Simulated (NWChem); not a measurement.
Species: Li₂; SMILES [Li][Li]

All runs: NWChem. Pople sets run with spherical d functions. Each level has its own optimisation; frequencies are unscaled.

For level B3LYP/6-31G*:

```
Quantity     Result
-----------  ------
r Li–Li (Å)   2.727
```

Question: Estimate the same quantities for level Hartree-Fock/3-21G.

Answer: The r Li–Li (Å) comes out as 2.816.
